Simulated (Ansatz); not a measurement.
Molecule: C2H5, net charge 0, doublet state. It need not be the lowest isomer of its formula. 
Geometry from a B3LYP-D3(BJ)/def2-TZVP (Ansatz, an electronic-structure program) optimisation:
```
C
H 1 1.0926
H 1 1.0926 2 108.27
H 1 1.1011 2 106.35 3 113.94
C 1 1.4831 2 111.85 4 122.36
H 5 1.0812 1 120.96 2 154.81
H 5 1.0812 6 117.62 1 -172.29
```
Charge 0, spin multiplicity 2.

Basis-set convergence of Hartree-Fock and MP2 correlation energies (hartree) with Ansatz. Valence correlation only, unless marked. Open shells are spin-unrestricted. No spin-orbit coupling. No relativistic terms.

| basis | functions | E(HF) | E(corr, MP2) |
|---|---|---|---|
| cc-pVDZ | 53 | -78.60395 | -0.26777 |
| cc-pVTZ | 130 | ? | ? |

### Question
Complete the blanks.

### Answer

- cc-pVTZ, E(HF): -78.62785
- cc-pVTZ, E(corr, MP2): -0.33068
